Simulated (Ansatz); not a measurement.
methanol (SMILES CO) moved off its minimum; all values from Ansatz (a quantum-chemistry and plane-wave program), cores frozen in correlated methods.
(charge 0, multiplicity 1)
```xyz
6

C     -0.5894     0.3035     0.2017
O      0.6446    -0.2701    -0.2814
H     -0.8115     0.1784     1.1903
H     -1.3832    -0.3640    -0.3591
H     -0.7725     1.2438    -0.2247
H      1.3073     0.2514     0.1962
```

Give the forces (eV/Å), the total energy and the dipole at CCSD(T)/aug-cc-pVTZ.


| atom | Fx | Fy | Fz |
|---|---|---|---|
| C1 | -1.532 | -3.482 | -4.816 |
| O2 | 0.062 | 0.982 | 1.248 |
| H3 | 0.000 | 0.007 | 2.880 |
| H4 | 1.164 | 1.132 | 1.122 |
| H5 | 0.040 | 1.771 | -0.053 |
| H6 | 0.266 | -0.410 | -0.380 |
Energy -115.5476 hartree, dipole 1.82 D.
